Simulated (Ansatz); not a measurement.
Compare A (`N/C=C/C=O`) with its isomer B (`N=CC1CO1`).

Program: Ansatz. Geometries: PBE0-D4/def2-TZVP. ΔE: electronic, gas phase. CBS: MP2 limit from def2 TZ/QZ plus the TZ coupled-cluster correction, frozen cores. Functionals use def2-TZVPP. One conformer a species, not always the lowest.

Q: Which isomer does CCSD(T)/CBS put lower? Give the gap. (Estimate.)

A: Ansatz gave: A, by 118.3 kJ/mol.

Q: Give E(B) − E(A) in kJ/mol with r2SCAN-D4, ωB97M-V, LDA (SPW92), BLYP-D4, CCSD/def2-TZVPP, PBE-D4, CCSD(T)/def2-SVP. (Best estimate.)

A: The calculation gave: r2SCAN-D4 136.2, ωB97M-V 121.8, LDA (SPW92) 137.4, BLYP-D4 147.4, CCSD/def2-TZVPP 112.9, PBE-D4 134.2, CCSD(T)/def2-SVP 119.1. None reverses the order clearly.

Q: Does the order hold for the free energy at 298.15 K (harmonic terms from PBE0-D4)? (Estimate.)

A: Ansatz gave: Yes: G(B) − G(A) = +126.1 kJ/mol, for one conformer each. Modes under 60 cm⁻¹, often nearly free rotors, make the harmonic entropy too high.

Largest T1 diagnostic: 0.016.

From PBE to PBE0 (25 % exact exchange), in def2-TZVPP and without D4, E(B) − E(A) moves by −6.3 kJ/mol. Leaving LDA and LC-ωPBE aside and taking each functional with its dispersion term where it has one, the values, not all of them listed here, spread over 33.1 kJ/mol, from ωB97X-V to BLYP-D4. LDA lies +3.1 kJ/mol from PBE without D4.
